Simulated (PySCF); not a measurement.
Gas-phase reaction: BF3.NH3 + 2 H2 = H2BNH2 + 3 HF

Method: PySCF energies (xtb for GFN2) plus ideal-gas RRHO corrections (1 bar). † marks an energy on the PBE0/def2-TZVP geometry and frequencies; other levels use their own. CCSD(T) freezes the core. 6-31G* has spherical d functions here. All species are closed-shell singlets. B3LYP is the form with VWN-RPA correlation. Adducts (BF3.NH3) have no counterpoise correction, and HF, PBE, BLYP, B3LYP and PBE0 lack dispersion. BF3.NH3, H2BNH2: computed as isolated molecules; such fragments, hydroxides, amides, oligomers or adducts are transient or little studied in the gas. CCSD(T) isn't extrapolated to the basis-set limit.

```tsv
level	ΔH°(298 K), kJ
B3LYP/6-31G*	508
B3LYP/def2-TZVP†	372
BLYP/def2-TZVP†	[?]
CCSD(T)/def2-TZVPP†	366
GFN2-xTB	339
HF/def2-TZVP†	[?]
M06-2X/def2-TZVP†	405
PBE/def2-TZVP†	[?]
r2SCAN/def2-TZVP†	[?]
```

Question: Some entries are withheld; supply them.

Answer: 
- BLYP/def2-TZVP†, ΔH°(298 K), kJ: 363
- HF/def2-TZVP†, ΔH°(298 K), kJ: 372
- PBE/def2-TZVP†, ΔH°(298 K), kJ: 370
- r2SCAN/def2-TZVP†, ΔH°(298 K), kJ: 406
